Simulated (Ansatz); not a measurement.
```yaml
crystal:
  periodic: [false, false, false]
  atoms:
    - {symbol: C, position_ang: [0.000000, 0.000000, -1.937168]}
    - {symbol: Si, position_ang: [0.000000, 0.000000, -0.191326]}
    - {symbol: Ge, position_ang: [0.000000, 0.000000, 2.128494]}
basis:
  gaussian: {orbitals: def2-TZVP}
magnetization: {spin_polarized: true, initial_magnetization: 2}
hamiltonian: {xc: pbe0}
relax: {f_tol: 0.004, max_steps: 80}
```

```sh
$ ansatz run in.yaml --threads 1 --pin off --events-out ev --progress --plain --max-ram 2176MiB
```

Steps of the relaxation (energy above the last step; positions in Å, forces in eV/Å):

```
3
step 1, 46.7 meV
C     0.000    0.000   -1.937    0.000    0.000    1.311
Si    0.000    0.000   -0.191    0.000    0.000   -0.829
Ge    0.000    0.000    2.128    0.000    0.000   -0.482
```

```
3
step 2, 10.8 meV
C     0.000    0.000   -1.908    0.000    0.000    0.713
Si    0.000    0.000   -0.187    0.000    0.000   -0.659
Ge    0.000    0.000    2.094    0.000    0.000   -0.054
```

```
3
step 3, 0.2 meV
C     0.000    0.000   -1.887    0.000    0.000    0.019
Si    0.000    0.000   -0.195    0.000    0.000   -0.083
Ge    0.000    0.000    2.082    0.000    0.000    0.064
```

```
3
step 5, 0.0 meV
C     0.000    0.000   -1.889    0.000    0.000    0.000
Si    0.000    0.000   -0.197    0.000    0.000    0.000
Ge    0.000    0.000    2.086    0.000    0.000    0.000
```

Close pairs at the end: C1–Si2 1.692 Å, Si2–Ge3 2.283 Å.

A stationary point of unrestricted PBE0 after 5 steps, with ⟨S²⟩ = 2.607 against 2.00 for a pure state; no frequencies were run, so it isn't proven a minimum. 2 min on 1 thread of Arm Neoverse V1, shared host.
